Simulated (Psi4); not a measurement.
Psi4 input (wB97X-D/6-311+G**):

```
memory 1500 MB

molecule {
1 2
C    -0.00000000   -0.00000000   -0.52559507
N     0.00000000    0.00000000    0.68179640
H    -0.00000000   -0.00000000   -1.61900441
symmetry c1
no_reorient
no_com
}

set {
  basis 6-311+G**
  reference uks
  scf_type pk
  dft_radial_points 99
  dft_spherical_points 590
  e_convergence 1e-8
  d_convergence 1e-7
  maxiter 150
}

e = energy('wb97x-d')
print_out(f'\nFINAL {e:.10f} DIPOLE {variable("CURRENT DIPOLE")[0]:.6f} {variable("CURRENT DIPOLE")[1]:.6f} {variable("CURRENT DIPOLE")[2]:.6f}\n')
```

Output:

```
   => Loading Basis Set <=

    Name: 6-311+G**
    Role: ORBITAL
    Keyword: BASIS
    atoms 1 entry C          line   129 file 6-311pgss.gbs
    atoms 2 entry N          line   150 file 6-311pgss.gbs
    atoms 3 entry H          line    42 file 6-311pgss.gbs

   => WB97X-D: Empirical Dispersion <=

    Chai and Head-Gordon Dispersion Correction
    Chai, J.-D.; Head-Gordon, M. (2010), J. Chem. Phys., 132: 6615-6620

        s6 =       1.000000

         ---------------------------------------------------------
                                   SCF
               by Justin Turney, Rob Parrish, Andy Simmonett
                          and Daniel G. A. Smith
                              UKS Reference
         ---------------------------------------------------------

  ==> Geometry <==

    Molecular point group: c1
    Full point group: C_inf_v

    Geometry (in Angstrom), charge = 1, multiplicity = 2:

       Center              X                  Y                   Z               Mass
    ------------   -----------------  -----------------  -----------------  -----------------
         C            0.000000000000     0.000000000000    -0.525595070000    12.000000000000
         N            0.000000000000     0.000000000000     0.681796400000    14.003074004430
         H            0.000000000000     0.000000000000    -1.619004410000     1.007825032230

  Running in c1 symmetry.

  Rotational constants: A = ************  B =      1.35229  C =      1.35229 [cm^-1]
  Rotational constants: A = ************  B =  40540.70245  C =  40540.70245 [MHz]
  Nuclear repulsion =   22.921616529290002

  Charge       = 1
  Multiplicity = 2
  Electrons    = 13
  Nalpha       = 7
  Nbeta        = 6

  ==> Algorithm <==

  SCF Algorithm Type is PK.
  DIIS enabled.
  MOM disabled.
  Fractional occupation disabled.
  Guess Type is SAD.
  Energy threshold   = 1.00e-08
  Density threshold  = 1.00e-07
  Integral threshold = 1.00e-12

  ==> Primary Basis <==

  Basis Set: 6-311+G**
    Blend: 6-311+G**
    Number of shells: 24
    Number of basis functions: 50
    Number of Cartesian functions: 52
    Spherical Harmonics?: true
    Max angular momentum: 2

  ==> DFT Potential <==

   => LibXC <=

    Version 7.1.2
    S. Lehtola, C. Steigemann, M. J. T. Oliveira, and M. A. L. Marques,  SoftwareX 7, 1–5 (2018) (10.1016/j.softx.2017.11.002)

   => Composite Functional: WB97X-D <=

    wB97X-D Hyb-GGA Exchange-Correlation Functional

    J.-D. Chai and M. Head-Gordon,  Phys. Chem. Chem. Phys. 10, 6615–6620 (2008) (10.1039/B810189B)

    Deriv               =              1
    GGA                 =           TRUE
    Meta                =          FALSE

    Exchange Hybrid     =           TRUE
    MP2 Hybrid          =          FALSE

   => Exchange-Correlation Functionals <=

    1.0000   wB97X-D range-separated functional

   => Exact (HF) Exchange <=

    0.7780            HF,LR [omega = 0.2000]
    0.2220               HF

   => LibXC Density Thresholds  <==

    XC_HYB_GGA_XC_WB97X_D:  1.00E-14

   => Molecular Quadrature <=

    Radial Scheme          =       TREUTLER
    Pruning Scheme         =           NONE
    Nuclear Scheme         =       TREUTLER

    Blocking Scheme        =         OCTREE
    BS radius alpha        =              1
    Pruning alpha          =              1
    Radial Points          =             99
    Spherical Points       =            590
    Total Points           =         171508
    Total Blocks           =           1304
    Max Points             =            256
    Max Functions          =             50
    Weights Tolerance      =       1.00E-15

  ==> Integral Setup <==

  Using in-core PK algorithm.
   Calculation information:
      Number of atoms:                   3
      Number of AO shells:              24
      Number of primitives:             44
      Number of atomic orbitals:        52
      Number of basis functions:        50

      Integral cutoff                 1.00e-12
      Number of threads:                 1

  Performing in-core PK
  Using 2440350 doubles for integral storage.
  We computed 45135 shell quartets total.
  Whereas there are 45150 unique shell quartets.

  Computing range-separated integrals for PK
  We computed 45135 wK shell quartets total.
  Whereas there are 45150 wK unique shell quartets.

  ==> DiskJK: Disk-Based J/K Matrices <==

    J tasked:                  Yes
    K tasked:                  Yes
    wK tasked:                 Yes
    Omega:               2.000E-01
    Schwarz Cutoff:          1E-12


  Cached 100.0% of DFT collocation blocks in 0.228 [GiB].

  Minimum eigenvalue in the overlap matrix is 1.7195893420E-03.
  Reciprocal condition number of the overlap matrix is 3.2167008097E-04.
    Using symmetric orthogonalization.

  ==> Pre-Iterations <==

  SCF Guess: Superposition of Atomic Densities via on-the-fly atomic UHF (no occupation information).

   -------------------------
    Irrep   Nso     Nmo
   -------------------------
     A         50      50
   -------------------------
    Total      50      50
   -------------------------

  ==> Iterations <==

                        Total Energy        Delta E     RMS |[F,P]|

   @UKS iter SAD:   -92.53083493403597   -9.25308e+01   0.00000e+00
   @UKS iter   1:   -92.86501320090285   -3.34178e-01   3.63107e-03 ADIIS/DIIS
   @UKS iter   2:   -92.88537565528178   -2.03625e-02   8.82667e-04 ADIIS/DIIS
   @UKS iter   3:   -92.88703735814640   -1.66170e-03   4.50481e-04 ADIIS/DIIS
   @UKS iter   4:   -92.88746076938156   -4.23411e-04   4.64938e-04 ADIIS/DIIS
   @UKS iter   5:   -92.88784906642822   -3.88297e-04   1.73308e-04 ADIIS/DIIS
   @UKS iter   6:   -92.88813678067135   -2.87714e-04   1.09203e-04 ADIIS/DIIS
   @UKS iter   7:   -92.88832242019697   -1.85640e-04   4.02703e-05 DIIS
   @UKS iter   8:   -92.88834548525993   -2.30651e-05   1.03188e-05 DIIS
   @UKS iter   9:   -92.88834647808532   -9.92825e-07   2.59368e-06 DIIS
   @UKS iter  10:   -92.88834651378491   -3.56996e-08   3.43496e-07 DIIS
   @UKS iter  11:   -92.88834651418821   -4.03304e-10   6.38917e-08 DIIS
  Energy and wave function converged.

  ==> Post-Iterations <==

   Electrons on quadrature grid:
      Nalpha   =    6.9999999925 ; deviation = -7.509e-09
      Nbeta    =    5.9999999927 ; deviation = -7.317e-09
      Ntotal   =   12.9999999852 ; deviation = -1.483e-08

   @Spin Contamination Metric:   4.396339832E-02
   @S^2 Expected:                7.500000000E-01
   @S^2 Observed:                7.939633983E-01
   @S   Expected:                5.000000000E-01
   @S   Observed:                5.000000000E-01

    Orbital Energies [Eh]
    ---------------------

    Alpha Occupied:

       1A    -14.929303     2A    -10.771080     3A     -1.415159
       4A     -1.042181     5A     -0.955334     6A     -0.828978
       7A     -0.828978

    Alpha Virtual:

       8A     -0.287720     9A     -0.287720    10A     -0.137604
      11A     -0.109008    12A     -0.059806    13A     -0.059806
      14A     -0.042111    15A      0.023680    16A      0.033002
      17A      0.033002    18A      0.089583    19A      0.192987
      20A      0.338647    21A      0.338647    22A      0.399858
      23A      0.467947    24A      0.570496    25A      0.599405
      26A      0.599405    27A      0.685845    28A      0.887950
      29A      0.887950    30A      0.989454    31A      0.999558
      32A      0.999558    33A      1.484414    34A      1.484414
      35A      1.628967    36A      1.716434    37A      1.716435
      38A      2.269385    39A      2.283041    40A      2.283041
      41A      2.486061    42A      2.548175    43A      2.548175
      44A      2.820662    45A      3.035206    46A      3.583348
      47A      3.583348    48A      4.145148    49A     23.871281
      50A     35.314553

    Beta Occupied:

       1A    -14.903735     2A    -10.771172     3A     -1.370156
       4A     -1.019155     5A     -0.796965     6A     -0.796965

    Beta Virtual:

       7A     -0.549008     8A     -0.268508     9A     -0.268508
      10A     -0.135374    11A     -0.106408    12A     -0.060905
      13A     -0.060905    14A     -0.026554    15A      0.033446
      16A      0.040345    17A      0.040345    18A      0.096829
      19A      0.209581    20A      0.335602    21A      0.335602
      22A      0.406354    23A      0.484682    24A      0.573483
      25A      0.619252    26A      0.619252    27A      0.744223
      28A      0.899958    29A      0.899958    30A      0.984979
      31A      0.984980    32A      1.019792    33A      1.510315
      34A      1.510315    35A      1.639605    36A      1.765386
      37A      1.765387    38A      2.288260    39A      2.308041
      40A      2.308041    41A      2.522779    42A      2.565823
      43A      2.565823    44A      2.836277    45A      3.043473
      46A      3.618399    47A      3.618399    48A      4.247586
      49A     23.870631    50A     35.347010

    Final Occupation by Irrep:
              A
    DOCC [     6 ]
    SOCC [     1 ]
    NA   [     7 ]
    NB   [     6 ]

  @UKS Final Energy:   -92.88834651418821

   => Energetics <=

    Nuclear Repulsion Energy =             22.9216165292900023
    One-Electron Energy =                -165.3996504654972455
    Two-Electron Energy =                  58.0596252657635006
    DFT Exchange-Correlation Energy =      -8.4698375792811849
    Empirical Dispersion Energy =          -0.0001002644632667
    VV10 Nonlocal Energy =                  0.0000000000000000
    Total Energy =                        -92.8883465141882141

  UHF NO Occupations:
  HONO-2 :    5  A 1.9892466
  HONO-1 :    6  A 1.9892466
  HONO-0 :    7  A 1.0000000
  LUNO+0 :    8  A 0.0107534
  LUNO+1 :    9  A 0.0107534
  LUNO+2 :   10  A 0.0003950
  LUNO+3 :   11  A 0.0001953

Computation Completed

Properties will be evaluated at   0.000000,   0.000000,   0.000000 [a0]

Properties computed using the SCF density matrix

 Multipole Moments:

 ------------------------------------------------------------------------------------
     Multipole            Electronic (a.u.)      Nuclear  (a.u.)        Total (a.u.)
 ------------------------------------------------------------------------------------

 L = 1.  Multiply by 2.5417464519 to convert [e a0] to [Debye]
 Dipole X            :          0.0000000            0.0000000            0.0000000
 Dipole Y            :          0.0000000            0.0000000            0.0000000
 Dipole Z            :         -0.7309725           -0.0000001           -0.7309725
 Magnitude           :                                                    0.7309725

 ------------------------------------------------------------------------------------

FINAL -92.8883465142 DIPOLE 0.000000 0.000000 -0.730973

*** Psi4 exiting successfully. Buy a developer a beer!
```

The dipole moment of an ion depends on the origin.
